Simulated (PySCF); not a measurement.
MF cations for M along the third period

r²SCAN with double-zeta basis sets in PySCF, for the lowest determinant that a PBE0 search found; no spin–orbit coupling. De refers to high-spin ground-configuration atoms (the charge goes to the atom of lower measured ionisation energy or higher electron affinity, which is not always the lowest computed limit). A positive dipole points towards F; it is taken about the centre of mass and depends on that origin.

```csv
M,basis,charged atom,state (unpaired electrons),Re (Å),ωe (cm⁻¹),De (eV),μ (D)
Na,def2-SVP,Na+,doublet (π ↑),2.429,161,0.28,-4.89
Mg,aug-pcseg-1,Mg+,singlet (closed shell),1.718,820,4.27,-9.38
Al,pcseg-1,Al+,doublet (σ ↑),1.633,905,3.45,-5.54
Si,"6-31G(d,p)",Si+,singlet (closed shell),1.560,1026,6.78,-3.26
S,jorge-DZP-DKH,S+,triplet (π ↑↑),1.557,963,3.57,-2.51
Cl,def2-SVPD,Cl+,doublet (π ↑),1.570,913,2.91,-1.74
```

Problem. By what factor does the harmonic wavenumber vary along the series?

Solution. At r²SCAN it runs from 161 cm⁻¹ (NaF⁺) to 1026 cm⁻¹ (SiF⁺), a factor of 6.37.

The rows differ in basis set, which adds steps of its own.

The state changes along the series, so neighbouring rows are not always alike in their bonding.

Weak bonds: NaF⁺. Basis-set superposition, not corrected here, can be much of De in a small basis, most of all at correlated wavefunction levels. For an ion De counts to the pair picked by the measured ionisation energies or electron affinities, which need not be the lowest pair at this level. States were picked by a PBE0 search and need not be the measured ground states.
